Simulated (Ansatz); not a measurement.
# FH: an active-space calculation

Computed with Ansatz's Python interface.

The script reads `fh.xyz`:
```text
2

F    -0.39537    0.14653   -0.19903
H     0.39537   -0.14653    0.19903
```

Run as a notebook:

In [1]:
```python
import ansatz as az
```

In [2]:
```python
molecule = az.Crystal.molecule_from_extxyz("fh.xyz")
```

In [3]:
```python
calc = molecule.calculation().basis(gaussian="def2-SVP").correlation(active_electrons=4, active_orbitals=4)
for method in ["sc_nevpt2"]:
    data = (calc if method is None else calc.correlation(method)).run(threads=1).report
    space = data["configurations"]
    state = space["states"][0]
    print(method or "casscf", f"total {data['free_energy_ev'] / 27.211386246:.6f} Ha, active-space state {state['energy']['hartree']:.6f} Ha, mean field {data['reference_energy_ev'] / 27.211386246:.6f} Ha")
    print("  determinants", state["n_determinants"], " natural occupations", [round(n, 3) for n in space["natural_occupations"]])
print("effectively unpaired electrons, sum of min(n, 2 - n):", round(sum(min(n, 2 - n) for n in space["natural_occupations"]), 3))
```
```text
sc_nevpt2 total -100.126886 Ha, active-space state -99.982622 Ha, mean field -99.931598 Ha
  determinants 20  natural occupations [1.989, 1.977, 0.023, 0.011]
effectively unpaired electrons, sum of min(n, 2 - n): 0.069
```

Caveats:
- Total energies depend on the basis set; only differences at equal settings carry meaning.
- The geometry is a force-field or estimated start, not a minimum of this method, and the basis set is short of its limit. The active space starts as a window about the frontier orbitals and is then optimised, not chosen by chemistry.
- It ran for 0.7 s on 1 thread of Arm Neoverse V1, with other jobs on the host, peak memory 0.13 GiB.
